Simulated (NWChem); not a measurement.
# Correlation energy of Cl (-1)

SMILES: [Cl-]
```xyz
1

Cl     0.0000     0.0000     0.0000
```
Charge -1, spin multiplicity 1.

Everything below was run with NWChem.

Basis set: def2-SVPD. Each correlation energy counts from its own Hartree-Fock reference.

```csv
method,correlation energy (mHa),difference from CCSD(T)
MP2,-157.3,+15.7
SCS-MP2,-151.6,+21.3
CCSD,-168.6,+4.3
CCSD+T(CCSD),-173.1,-0.1
CCSD(T),-172.9,0.0
CR-CCSD[T],-172.4,+0.5
CR-CCSD(T),-172.3,+0.6
CCSDT,-173.3,-0.3
```

The values span 21.7 mHa, from CCSDT (lowest) to SCS-MP2 (highest). 

The correlated methods keep 5 core orbitals frozen. Coupled-cluster values serve here as a point of comparison, not as the truth.
